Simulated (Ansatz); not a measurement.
# Structure relaxation of Si2As

The calculation used DFT PBE, scalar-relativistic, plane waves, PAW in Ansatz 0.2.0.

Si2As was placed on the marcasite structure type (Pnnm, No. 58), with As in place of Fe, Si in place of S, at a guessed volume.

The final relaxation ran on this input, with the default PAW datasets:

```yaml
crystal:
  lattice:
    - [5.1516789906, 0.0, 0.0]
    - [0.0, 6.3896129549, 0.0]
    - [0.0, 0.0, 3.5440984408]
  atoms:
    - { symbol: Si, position: [0.1723061471, 0.3794048165, 0.0] }
    - { symbol: Si, position: [0.8276938529, 0.6205951835, 0.0] }
    - { symbol: Si, position: [0.6723061471, 0.1205951835, 0.5] }
    - { symbol: Si, position: [0.3276938529, 0.8794048165, 0.5] }
    - { symbol: As, position: [0.0, 0.0, 0.0] }
    - { symbol: As, position: [0.5, 0.5, 0.5] }
basis:
  ecutwfc: 420
kpoints:
  mp_grid: { grid: [8, 6, 10] }
hamiltonian:
  xc: pbe
scf:
  occupations: { method: gaussian, width: 0.1 }
output:
  forces: true
  stress: true
  eigenvalues: true
relax:
  adjacent_minimum: "off"
  f_tol: 0.01
  max_steps: 80
  cell: { stress_tol: 0.05 }
```

Launched as:

```bash
ansatz run input.yaml --threads 1 --pin off --max-ram 2560MiB --backend cpu --events-out ev --progress --plain --runs-dir out
```

It took 3.6 min on 1 thread of Arm Neoverse V1, on a shared host, peak memory 0.58 GiB.

End of the output:

```
SCF converged after 4 iterations
Free energy (F): -12252.764852 eV
Harris-Foulkes:  -12252.764852 eV  (|F-HF|=9.09e-12)
Internal energy: -12252.754286 eV  (E = F + TS)
E sigma→0 (E₀):  -12252.759569 eV
Entropy (-TS):   -0.010566 eV (-1.761 meV/atom)
Fermi energy:    8.754248 eV
--- Per-component energies (eV) ---
  E_band       = -466.836878
  E_kinetic    = 361.453536
  E_local      = -4286.119375  (includes V_loc(G=0)·N_el)
  E_nonlocal   = -1235.920307
  E_hartree    = 2291.789083
  E_xc         = -377.988550
  E_vxc        = -343.845306  (∫ρ·V_xc dr)
  E_paw        = -5720.573717  (= ΣΔE_a)
  E_vpaw       = 454.016122  (= ΣTr[D̂ρ^β])
  E_aug_tail   = 0.000043  (compensation charges beyond the density's cutoff)
  E_ewald      = -3285.394998
  E_smearing   = -0.010566  (= −TS)
  E_closure    =  0.000000  (closes the sum)
  Σ components = -12252.764852   (vs F -12252.764852, Δ=0.00e0)
--- Forces (eV/Å), atoms counted from 1 ---
  atom   1  Si     0.00065977     0.00009878     0.00000000
  atom   2  Si    -0.00065977    -0.00009878     0.00000000
  atom   3  Si     0.00065977    -0.00009878     0.00000000
  atom   4  Si    -0.00065977     0.00009878     0.00000000
  atom   5  As     0.00000000     0.00000000     0.00000000
  atom   6  As     0.00000000     0.00000000     0.00000000
  max |Σ_I F_I| component: 7.89e-30 eV/Å
--- Stress (GPa, compression-positive) ---
        0.007898       0.000000       0.000000
        0.000000      -0.013601       0.000000
        0.000000       0.000000      -0.005051
  P = ⅓ Tr σ = -0.0036 GPa (-0.036 kbar)
--- Relaxed structure (6 steps of the walk, 5 accepted, 1 SCFs on fresh bases) ---
  F+E_penalty+E_count = -12252.76485154 eV   max|allowed force component| = 6.598e-4 eV/Å   (the final SCF, on the basis selected at the relaxed cell)
  cell:  # Å, volume = 115.8226 Å³
    - [5.145578, 0.0, 0.0]
    - [0.0, 6.465620, 0.0]
    - [0.0, 0.0, 3.481361]
  atoms:
    - { symbol: Si, position: [0.170257, 0.376756, 0.0] }
    - { symbol: Si, position: [0.829743, 0.623244, 0.0] }
    - { symbol: Si, position: [0.670257, 0.123244, 0.500000] }
    - { symbol: Si, position: [0.329743, 0.876756, 0.500000] }
    - { symbol: As, position: [0.000000, 0.0, 0.0] }
    - { symbol: As, position: [0.5, 0.500000, 0.500000] }
```

Total energies depend on the potentials used, so only differences within one code and one set of settings carry meaning.

The result has space group Pnnm (No. 58). Si has 1 Si at 2.37 Å and 3 As at 2.56–2.59 Å; around As lie 6 Si at 2.56–2.59 Å.

Against the elements it lies at 0.46 eV/atom. The zero of energy is the elements' standard structures at the same level; no fitted shifts are applied.

For metals, differences of a few meV/atom aren't resolved.

A structure relaxed within its symmetry needn't be a true minimum.